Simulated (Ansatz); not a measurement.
# Two structures, one formula

Two relaxed structures of MgBNH₂, closed shell (PBE0-D4/def2-TZVP; forces vanish, vibrations not checked).

A:

```
5
angstrom
N -0.2031 -0.3308 0.0013
B -0.8589 -1.3986 0.0054
Mg 0.7837 1.2763 -0.0049
H -1.4736 -2.3998 0.0093
H 1.6696 2.7190 -0.0106
```

B:

```xyz
5
angstrom
N -0.9275 -1.5105 0.0058
B -0.2760 -0.4495 0.0018
Mg 0.8805 1.4340 -0.0053
H -1.4471 -2.3566 0.0091
H 1.7701 2.8825 -0.0114
```

Computed with Ansatz 0.2.0 (basis: def2-TZVPP); correlated methods freeze the cores. The outer core shell of Li, Na, Mg and K is correlated. The def2 sets are not built for correlating such inner shells, so the correlated values are less sure here. B3LYP uses VWN-RPA correlation.

Q: Which structure is lower at CCSD(T), and by how much? (To be estimated.)

A: Computed: A, by 87.6 kJ/mol (electronic energy, against the other). By their contacts, A is MgBNH₂ ([BH][N][MgH]) and B is MgBNH₂ ([NH][B][MgH]).

All methods give the same order:

```
   method  E(B) − E(A) (kJ/mol)
   PBE-D4                  80.8
r2SCAN-D4                  91.8
  PBE0-D4                  82.8
 B3LYP-D4                  93.5
  wB97M-V                  91.1
       HF                  99.4
      MP2                  96.1
     CCSD                  89.1
  CCSD(T)                  87.6
```

T1 diagnostic: at most 0.014.

Labels in which every atom is bracketed show which atoms are joined, not bond orders.

For scale, one of the runs: CCSD(T)/def2-TZVPP, 122 basis functions, launched by `ansatz run in.yaml --threads 2 --pin off --events-out ev --progress --plain --max-ram 4352MiB`. Hardware: 2 CPU threads of an Arm Neoverse V2, shared host. Wall time 7.5 s; peak host memory 0.6 GiB.
